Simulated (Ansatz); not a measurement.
C2H4, singlet: CASSCF and its corrections

Calculated in Ansatz's Gaussian-basis code. Basis cc-pVDZ, nonrelativistic, no frozen core. State-specific CASSCF; RHF is the lowest restricted (open-shell) Hartree–Fock solution met. No symmetry is imposed, so a solution can break that of the shape. The lowest solution met needn't be the lowest there is, nor hold the orbitals that a chemist would pick.

Geometry:

```xyz
6

C     0.0000    0.0000    0.6695
C     0.0000    0.0000   -0.6695
H    -0.5328    0.7609    1.2321
H     0.5328   -0.7609    1.2321
H     0.5328    0.7609   -1.2321
H    -0.5328   -0.7609   -1.2321
```

Task: What do CASSCF and its corrections give against RHF in CAS(4,4), and what are the occupations?

Result: CASSCF -1.772 eV, SC-NEVPT2 -8.008 eV; occupations 1.98, 1.79, 0.21, 0.02.
